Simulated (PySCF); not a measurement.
# C2H7P: the cost of one run

The runs use PySCF 2.14.0; levels as typed in each script, gas phase, geometry from GFN2-xTB.

### 1 The starting structure

10 atoms, charge 0, spin multiplicity 1.

Bond lengths: C1–P2 1.853 Å, C1–H4 1.088 Å, C1–H5 1.089 Å, C1–H6 1.089 Å, P2–C3 1.853 Å, P2–H7 1.403 Å, C3–H8 1.088 Å, C3–H9 1.089 Å, C3–H10 1.089 Å. Angles: P2–C1–H4 109.0°, P2–C1–H5 111.5°, P2–C1–H6 108.9°, H4–C1–H5 109.6°, H4–C1–H6 108.4°, H5–C1–H6 109.4°, C1–P2–C3 98.4°, C1–P2–H7 95.3°, C3–P2–H7 95.3°, P2–C3–H8 109.0°, P2–C3–H9 108.9°, P2–C3–H10 111.5°, H8–C3–H9 108.4°, H8–C3–H10 109.6°, H9–C3–H10 109.4°.

Coordinates:

```xyz
10
C2H7P
C    -1.40235    0.53547   -0.01698
P     0.00007   -0.66888    0.10847
C     1.40222    0.53557   -0.01698
H    -2.32893   -0.01417   -0.16841
H    -1.25521    1.23614   -0.83709
H    -1.47835    1.08609    0.91987
H     0.00016   -1.00952   -1.25212
H     2.32885   -0.01399   -0.16840
H     1.47818    1.08621    0.91988
H     1.25503    1.23624   -0.83709
```

### 2 Density, bond paths and surface potential (wB97X/def2-tzvp)

Input file input.py:

```python
import numpy as np
from pyscf import gto, scf, dft
from pyscf.scf import atom_ks, atom_hf
from scipy.linalg import block_diag

def solve(mol, dm0=None, hcore=None):
    mf = (dft.UKS if mol.spin else dft.RKS)(mol, xc='wb97x')
    mf.grids.level = 3
    mf = mf.density_fit(auxbasis='def2-universal-jkfit')
    mf.conv_tol, mf.max_cycle = 1e-8, 80
    if hcore is not None:
        mf.get_hcore = lambda *args: hcore
    mf.kernel(dm0)
    if not mf.converged:
        mf = mf.newton().run(mf.mo_coeff, mf.mo_occ, max_cycle=30)
    assert mf.converged, 'SCF not converged'
    return mf

mol = gto.M(atom='''
C     -1.40235     0.53547    -0.01698
P      0.00007    -0.66888     0.10847
C      1.40222     0.53557    -0.01698
H     -2.32893    -0.01417    -0.16841
H     -1.25521     1.23614    -0.83709
H     -1.47835     1.08609     0.91987
H      0.00016    -1.00952    -1.25212
H      2.32885    -0.01399    -0.16840
H      1.47818     1.08621     0.91988
H      1.25503     1.23624    -0.83709
''', basis='def2-tzvp', charge=0, spin=0, verbose=4)
mf = solve(mol)
mf.analyze()
# spherically averaged free atoms, for the promolecule
atm = atom_ks.get_atm_nrks(mol, xc='wb97x')
pro = block_diag(*[(atm[a[0]][2] * atm[a[0]][3]) @ atm[a[0]][2].T for a in mol._atom])
np.savez('result.npz', e=mf.e_tot, c=mf.mo_coeff, occ=mf.mo_occ, eps=mf.mo_energy, pro=pro, dip=mf.dip_moment(verbose=0), s2=mf.spin_square()[0])
```

Run with:

```
$ OMP_NUM_THREADS=1 python input.py
```

**Question.** How long does this run take on 1 thread of Intel Xeon Platinum 8259CL at 2.50GHz (Skylake/Cascade Lake), shared host, and how much memory does it need?

About 15 s, with a peak of 0.54 GiB.
